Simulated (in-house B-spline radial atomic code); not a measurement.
# RPA and G0W0 on r2SCAN: neutral xenon

Configuration [Kr] 4d10 5s2 5p6, mean-field start r2SCAN. Computed with an all-electron radial atomic-structure program (B-spline basis): all electrons, non-relativistic, point nucleus, each spin shell either full or empty, empty states to l = 9 with an (l + 1/2)⁻⁴ tail; G0W0 by contour deformation at full frequency.

Without relativity these are model numbers: it shifts the levels of so heavy an element strongly and can reorder them.

Command:
```bash
python run_gw.py task.json out
```
Settings (radii: box in bohr, nucleus in fm):
```
Z                        54
electrons                54
configuration            [Kr] 4d10 5s2 5p6
hamiltonian              nr
method                   r2scan
lmax                     9
spin_polarised           False
box_radius               40
intervals                57
```

Time taken, with all properties: 2.9 s on 1 thread of Intel(R) Xeon(R) Platinum 8375C CPU @ 2.90GHz, on a shared host.

Energies (hartree):

```csv
term,value
mean-field total,-7234.80822
Hartree-Fock functional on these orbitals,-7232.12184
direct second order,-4.7139
second-order exchange,1.2745
SOSEX correction,1.1811
```

Problem. What is the RPA correlation energy, and what remains with SOSEX?

Solution. RPA gives -4.0974 hartree (-2.06 eV per electron); RPA + SOSEX gives -2.9163, and the second-order doubles -3.4393 hartree (no singles). SOSEX takes back 29 % of the RPA value.

Quasi-particle levels (eV):

| level | occupied | mean field | Σx - vxc | Σc | QP weight | G0W0 |
| --- | --- | --- | --- | --- | --- | --- |
| 5p | yes | -8.632 | -3.61 | ? | ? | ? |

G0W0 = mean field + (Σx - vxc) + Σc, with Σc (partial-wave tail included) taken at the quasi-particle energy. Only the outer levels were computed. Levels of low weight are left out.

Problem. Where does G0W0 put 5p?

Solution. At -12.525 eV, with Σc = -0.28 eV and a quasi-particle weight of 0.875. The tabulated removal energy is 12.130 eV (NIST, measured); the calculation leaves out relativity, Breit and QED terms, and what these don't explain is the method's own error.
